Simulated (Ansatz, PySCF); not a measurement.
Species: C₃H₃, net charge 0, doublet state. It need not be the lowest isomer of its formula. 
Coordinates optimised at B3LYP-D3(BJ)/def2-TZVP (Ansatz, a program for electronic structure):
```xyz
6

C     -0.0011     0.0113     0.1144
C     -0.0126     0.1308     1.3291
C      0.0118    -0.1223    -1.2430
H     -0.0226     0.2347     2.3859
H      0.9454    -0.1572    -1.7878
H     -0.9114    -0.1960    -1.8016
```
Charge 0, spin multiplicity 2.

Total electronic energies in hartree. Correlated levels leave the core frozen unless marked. Open shells are spin-unrestricted. Spin-orbit coupling is left out. Non-relativistic. Basis-set limits of correlation are two-point, X^-3; Hartree-Fock from the larger set. The bracket is a focal-point correction in the basis named.

The UHF reference is spin-contaminated (<S^2> 0.21 over the pure value in the largest basis). 

```csv
level,program,energy (Eh)
HF/cc-pwCVTZ,Ansatz,-115.29451
HF/def2-TZVPD,PySCF,-115.29613
r2SCAN-D3(BJ)/def2-TZVPD,Ansatz + dftd3,___
B3LYP/def2-TZVPD,Ansatz,___
PBE0/def2-SVP,Ansatz,-115.76887
PW6B95/def2-TZVPD,PySCF,-116.19565
LC-wPBE-D3(BJ)/def2-TZVPD,Ansatz + dftd3,-115.95425
LC-wPBE-D4/def2-TZVPD,Ansatz + dftd4,-115.95453
LC-wPBE/def2-TZVPD,Ansatz,-115.95167
B2GP-PLYP-D4/def2-TZVPD,Ansatz + dftd4,___
MP2/6-31G*,Ansatz,-115.58337
CCSD(T)/aug-cc-pVDZ,Ansatz,-115.67995
CCSD(T)/cc-pwCVTZ,Ansatz,-115.78525
"RI-MP2/CBS(aug-cc-pVTZ,aug-cc-pVQZ)+[CCSD(T)-MP2]/aug-cc-pVDZ",Ansatz,-115.8342
"RI-MP2/CBS(cc-pVTZ,cc-pVQZ)+[CCSD(T)-MP2]/cc-pVTZ",Ansatz,-115.8342
```

Question: Fill in the missing entries.

Answer: 
- r2SCAN-D3(BJ)/def2-TZVPD, energy (Eh): -115.97569
- B3LYP/def2-TZVPD, energy (Eh): -116.05272
- B2GP-PLYP-D4/def2-TZVPD, energy (Eh): -115.91006
